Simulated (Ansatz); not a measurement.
[BH2···H···SiH], doublet along the distance B1-H4

Starting geometry:

```xyz
6

B    -2.2973    0.0347    0.0000
H    -2.8940    1.0683    0.0000
H    -2.8940   -0.9988    0.0000
H    -1.1038    0.0347    0.0000
Si    1.0787    0.0347    0.0000
H     1.4751   -1.4448    0.0000
```

From there H4 is moved from one fragment to the other while all else, the fragments' distance too, stays fixed; atoms are numbered as listed. Energies are in kJ/mol, counted from the starting geometry at the same level. Kohn–Sham curves are unrestricted where that lies lower.

Basis cc-pVDZ; Ansatz 0.2.0. Only valence electrons are correlated (noble-gas cores frozen). R marks a restricted (for open shells ROHF) determinant, U an unrestricted one.

Unrestricted rows (U, and Kohn–Sham where it breaks symmetry) aren't spin-pure: their determinants' ⟨S²⟩ exceeds S(S+1) by up to 0.56, so they mix in states of higher spin. Coupled cluster chose its determinant by trial CCSD, here up to 0.53 eV above the lowest Hartree–Fock solution of its kind. A value is left out where its run failed or describes another state than the reference as far as symmetry and spin tell, or, spin-broken singlets apart, can't be checked.

In so small a basis the reference is far from its limit while semilocal and hybrid functionals are nearer theirs (RPA and double hybrids share much of the reference's basis error), so the functionals' errors here hold much of the reference's basis and frozen-core error, which can add to them or hide them.

Full CI isn't at hand for all of this; UCCSDT(Q) serves as the reference, and is uncertain by about the last step of the cluster series.

```
distance B1-H4 (Å)  UCCSDT(Q)  SPW92    PBE  r2SCAN   PBE0  B3LYP  wB97X-V  wB97M-V  B2PLYP  RPA-PBE
             1.110       13.6   21.2   18.6    16.4   15.6   14.3     14.0     12.9    13.2     14.5
             1.194        0.0    0.0    0.0     0.0    0.0    0.0      0.0      0.0     0.0      0.0
             1.300        6.3   -4.7   -1.6     1.3    3.0    4.3      5.9      6.7     6.3      4.1
             1.406       27.8    5.2   10.9    16.7   21.0   23.1     27.8     28.8    27.5     21.9
             1.512       56.7   22.5   30.4    39.1   46.7   49.1     58.6     59.2    56.2     45.5
             1.618       88.0   43.8   53.4    64.8   76.3   78.3     94.3     94.0    88.4     71.0
             1.724          –   68.6   79.3    92.8  108.6  109.5    133.7    131.8   123.5     97.4
             1.830          –   99.0  110.0   124.5      –  144.0        –        –       –    126.9
             1.936          –  139.9  150.8   160.4  175.4  177.7    183.8    185.3   187.3    164.9
```

Question: Judged by the spread of the error over the points with a reference (largest less smallest), which of these follows UCCSDT(Q) best and which worst?

Answer: Subtracting the UCCSDT(Q) column from each: best B2PLYP (errors from -0.4 to 0.5, spread 0.9 kJ/mol), worst SPW92 (from -44.1 to 7.6, spread 51.8 kJ/mol). Functionals and wave-function methods converge differently with the basis, so part of this is basis effect.
